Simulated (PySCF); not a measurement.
# Ways to converge the SCF of PS

Aim: find out which solver settings change the answer for PS.

Program: PySCF 2.14.0. Level of theory: method and basis as typed in the scripts. These are calculated values, not measurements.

5 further runs of the same task are left out: 5 that didn't finish.

## Step 1: The system as given

PS: 2 atoms, charge 0, spin multiplicity 2.

Bond lengths: P1–S2 2.122 Å.

## Step 2: The run that the others are compared with

Input file input.py:

```python
from pyscf import gto, scf

mol = gto.M(
    atom='P 0 0 0; S 0 0 2.122',
    basis='jorge-dzp-dkh',
    charge=0,
    spin=1,
    verbose=4,
)
mf = scf.UHF(mol)
mf = mf.sfx2c1e()
mf.kernel()
mf.analyze()
print('orbital energies (hartree):', [e[max(0, n-3):n+3].round(4) for e, n in zip(mf.mo_energy, mol.nelec)])
```

Launch:

```bash
$ OMP_NUM_THREADS=1 python input.py
```

Its log is not repeated here.

It gives: E(SCF) = -740.122271 Eh, ⟨S²⟩ = 0.769, μ = 2.20 D.

The bond length is a typed value, not an optimised one.

## Step 3: Smearing width 0.01 hartree

Variant 1 changes smearing width: none → 0.01 hartree.

Input file input.py:

```python
from pyscf import gto, scf

mol = gto.M(
    atom='P 0 0 0; S 0 0 2.122',
    basis='jorge-dzp-dkh',
    charge=0,
    spin=1,
    verbose=4,
)
mf = scf.UHF(mol)
mf = mf.sfx2c1e()
mf = scf.addons.smearing_(mf, sigma=0.01, method='fermi')
mf.kernel()
mf.analyze()
print('orbital energies (hartree):', [e[max(0, n-3):n+3].round(4) for e, n in zip(mf.mo_energy, mol.nelec)])
```

Launch:

```bash
$ OMP_NUM_THREADS=1 python input.py
```

## Step 4: Smearing width 0.05 hartree

Variant 2 changes smearing width: none → 0.05 hartree.

input.py: that of step 2 with these lines changed.

```diff
@@ -11,2 +11,3 @@
 mf = mf.sfx2c1e()
+mf = scf.addons.smearing_(mf, sigma=0.05, method='fermi')
 mf.kernel()
```

## Step 5: DIIS space 12

Variant 3 changes DIIS space: default → 12.

input.py: that of step 2 with these lines changed.

```diff
@@ -11,2 +11,3 @@
 mf = mf.sfx2c1e()
+mf.diis_space = 12
 mf.kernel()
```

## Step 6: DIIS space 4

Variant 4 changes DIIS space: default → 4.

input.py: that of step 2 with these lines changed.

```diff
@@ -11,2 +11,3 @@
 mf = mf.sfx2c1e()
+mf.diis_space = 4
 mf.kernel()
```

## Step 7: Initial guess mod_huckel

Variant 5 changes initial guess: minao → mod_huckel.

input.py: that of step 2 with these lines changed.

```diff
@@ -11,2 +11,3 @@
 mf = mf.sfx2c1e()
+mf.init_guess = 'mod_huckel'
 mf.kernel()
```

## Step 8: Damping 0.5

Variant 6 changes damping: none → 0.5.

input.py: that of step 2 with these lines changed.

```diff
@@ -11,2 +11,4 @@
 mf = mf.sfx2c1e()
+mf.damp = 0.5
+mf.diis_start_cycle = 8
 mf.kernel()
```

Q: Predict the outcome of this session. Wanted: for each run, E(SCF); from base; gap, α spin; SCF dipole.

As calculated:

```
                        run  E(SCF) (hartree)  from base (eV)  cycles  gap, α spin (eV)  SCF dipole (D)
                       base       -740.122271               0      17              8.20            2.20
smearing width 0.01 hartree       -739.997944  not comparable      12               n/a            1.72
smearing width 0.05 hartree       -739.985152  not comparable      13               n/a            1.68
              DIIS space 12       -740.122271          0.0000      17              8.20            2.20
               DIIS space 4       -740.122271          0.0000      23              8.20            2.20
   initial guess mod_huckel       -740.122271          0.0000      17              8.20            2.20
                damping 0.5       -740.122271          0.0000      21              8.20            2.20
```

Distance from each run's final energy (log10 hartree) by cycle:

```
                        run  cycle 1  cycle 2  cycle 3  cycle 5  cycle 8  cycle 12
                       base     -1.3     -1.3     -2.7     -4.2     -3.6      -6.3
smearing width 0.01 hartree     -1.3     -1.1     -3.3     -4.8     -8.6     < -11
smearing width 0.05 hartree     -1.1     -1.1     -2.5     -3.6     -5.6      -9.9
              DIIS space 12     -1.3     -1.3     -2.7     -4.2     -3.6      -6.4
               DIIS space 4     -1.3     -1.3     -2.7     -4.2     -3.3      -4.2
   initial guess mod_huckel     -0.7     -0.8     -3.0     -3.3     -3.5      -6.2
                damping 0.5     -1.3     -2.1     -2.4     -2.9     -4.9      -3.5
```

**Reading.** With DIIS space 12 or DIIS space 4 or initial guess mod_huckel or damping 0.5 the SCF ends at the base energy. The base needs 17 cycles and the run with DIIS space 4 needs 23.
